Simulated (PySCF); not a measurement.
# AlH3 (SMILES [H][Al]([H])[H]) at 6 levels

We compute a comparison of 6 runs (B2PLYP/6-31G*, SVWN5/6-31G*, BCCD(T)/6-31G*, CCSDTQ/6-31G*, CISD/6-31G*, FCI/6-31G*) of AlH3. Input form: a Python script.

The calculation is run with PySCF 2.14.0.

3 further runs of the same task are left out: 3 set aside as unsound or not needed.

### Step 1. The molecule

AlH3: 4 atoms, total charge 0, spin state singlet. SMILES: `[H][Al]([H])[H]`. The Al1–H4 distance was set to 1.863 Å, away from the relaxed value.

Bond lengths: Al1–H2 1.553 Å, Al1–H3 1.553 Å. Angles: H2–Al1–H3 120.0°.

### Step 2. A single-point energy at B2PLYP/6-31G(d) (spherical functions) (run 1)

Contents of input.py:

```python
from pyscf import gto, dft, mp

mol = gto.M(
    atom='Al 0.160559 0.265844 -0.000872; H 1.713219 0.235344 0.013718; H -0.589241 1.625704 -0.020012; H -0.802830 -1.329300 0.004480',
    basis='6-31g*',
    verbose=3,
    max_memory=1860,
)

mf = dft.RKS(mol, xc='0.53*HF + 0.47*B88, 0.73*LYP')
mf.conv_tol = 1e-10
mf.grids.level = 5
mf.kernel()
if not mf.converged:
    mf = mf.newton().run(mf.mo_coeff, mf.mo_occ)

pt = mp.MP2(mf, frozen=5).run()
etot = mf.e_tot + 0.27 * pt.e_corr
print('PT2 part  %.8f' % (0.27 * pt.e_corr))
print('E = %.10f Eh' % etot)
```

On the command line:

```bash
OMP_NUM_THREADS=1 python input.py
```

Output:

```text
converged SCF energy = -244.00690617842
E(RMP2) = -244.076526926907  E_corr = -0.0696207484862416
E(SCS-RMP2) = -244.086826267053  E_corr = -0.0799200886321231
PT2 part  -0.01879760
E = -244.0257037805 Eh
```

It took 1.6 s on 1 thread of Arm Neoverse V2, shared host; peak memory 0.19 GiB.

### Step 3. The energy at SVWN5/6-31G(d) (spherical functions) (run 2)

Contents of calc.py:

```python
from pyscf import gto, dft

mol = gto.M(
    atom='''
Al     0.303413     0.502372    -0.001648
H      3.237515     0.444736     0.025923
H     -1.113504     3.072135    -0.037817
H     -1.517129    -2.512013     0.008466
''',
    verbose=3,
    max_memory=1860,
    basis='6-31g*',
    unit='bohr',
)

mf = dft.RKS(mol, xc='svwn')
mf.grids.level = 5
mf.conv_tol = 1e-10
mf.kernel()
if not mf.converged:
    mf = mf.newton().run(mf.mo_coeff, mf.mo_occ)

e_tot = mf.e_tot
print('Final energy', e_tot)
```

On the command line:

```bash
OMP_NUM_THREADS=1 python calc.py
```

Output:

```text
converged SCF energy = -243.060513929873
Final energy -243.06051392987337
```

Run time: 1.3 s. Hardware: 1 thread of Arm Neoverse V2, shared host; peak memory 0.14 GiB.

Runs 3 to 4 aren't shown in full; the table further down has their settings and results.

### Step 4. The energy at CISD/6-31G(d) (spherical functions) (run 5)

Contents of job.py:

```python
from pyscf import gto, ci

mol = gto.M(
    atom='''
Al     0.303413     0.502372    -0.001648
H      3.237515     0.444736     0.025923
H     -1.113504     3.072135    -0.037817
H     -1.517129    -2.512013     0.008466
''',
    max_memory=1860,
    unit='bohr',
    basis='6-31g*',
    verbose=3,
    spin=0,
)

myscf = mol.RHF()
myscf.conv_tol = 1e-10
myscf.kernel()
if not myscf.converged:
    myscf = myscf.newton().run(myscf.mo_coeff, myscf.mo_occ)

cisd = ci.CISD(myscf, frozen=5)
cisd.kernel()
energy = cisd.e_tot
print('E(%s) = %.9f' % ('CISD', energy))
```

On the command line:

```bash
OMP_NUM_THREADS=1 python job.py
```

Output:

```text
converged SCF energy = -243.599956564788
E(RCISD) = -243.6717383810371  E_corr = -0.07178181624931237
E(CISD) = -243.671738381
```

Wall time 0.6 s (1 thread of Arm Neoverse V2, shared host); peak memory 0.12 GiB.

### Step 5. A single-point energy at FCI/6-31G(d) (spherical functions) (run 6)

Contents of input.py:

```python
from pyscf import gto, mcscf

mol = gto.Mole()
mol.atom = 'Al 0.160559 0.265844 -0.000872; H 1.713219 0.235344 0.013718; H -0.589241 1.625704 -0.020012; H -0.802830 -1.329300 0.004480'
mol.verbose = 3
mol.charge = 0
mol.spin = 0
mol.basis = '6-31g*'
mol.max_memory = 1860
mol.build()

myscf = mol.RHF()
myscf.conv_tol = 1e-10
myscf.kernel()
if not myscf.converged:
    myscf = myscf.newton().run(myscf.mo_coeff, myscf.mo_occ)

cas = mcscf.CASCI(myscf, myscf.mo_coeff.shape[-1] - 5, (mol.nelec[0] - 5, mol.nelec[1] - 5))  # full CI above the frozen core
cas.fix_spin_(ss=0.0)
cas.kernel()
e_tot = cas.e_tot
print('E(%s) = %.9f' % ('FCI', e_tot))
```

On the command line:

```bash
OMP_NUM_THREADS=1 python input.py
```

Output:

```text
converged SCF energy = -243.599956569199
CASCI E = -243.675517717871  E(CI) = -7.14936046551526  S^2 = 0.0000000
E(FCI) = -243.675517718
```

It took 74 s on 1 thread of Arm Neoverse V2, shared host; peak memory 0.31 GiB.

### Step 6. Overview of the runs

```csv
run,level,frozen core orbitals,integration grid,energy (Eh),dipole moment (D) of the reference,HOMO energy (eV),LUMO energy (eV),wall time
1,B2PLYP/6-31G* (spherical functions),5,5,-244.025704,0.68,-9.14,-0.81,1.6 s
2,SVWN5/6-31G* (spherical functions),–,5,-243.060514,0.57,-6.89,-2.79,1.3 s
3,BCCD(T)/6-31G* (spherical functions),5,–,-243.675027,–,–,–,0.74 s
4,CCSDTQ/6-31G* (spherical functions),5,–,-243.675519,0.74,-10.96,0.81,88 s
5,CISD/6-31G* (spherical functions),5,–,-243.671738,0.74,-10.96,0.81,0.6 s
6,FCI/6-31G* (spherical functions),5,–,-243.675518,0.74,-10.96,0.81,74 s
```

### Step 7. Outcome

```
                                          quantity          value
                               run 6: total energy  -243.67552 Eh
       run 6: dipole moment (Hartree–Fock density)         0.74 D
        run 6: HOMO energy (Hartree–Fock orbitals)      -10.96 eV
        run 6: LUMO energy (Hartree–Fock orbitals)        0.81 eV
      run 6: HOMO–LUMO gap (Hartree–Fock orbitals)       11.77 eV
run 6: correlation energy (5 core orbitals frozen)      -75.6 mEh
```

What this shows: Against full CI in this basis: BCCD(T) +0.5 mEh; CCSDTQ -0.0 mEh; CISD +3.8 mEh. Totals of different functionals can't be ranked against each other. All runs together took 2.8 min, the longest 88 s.
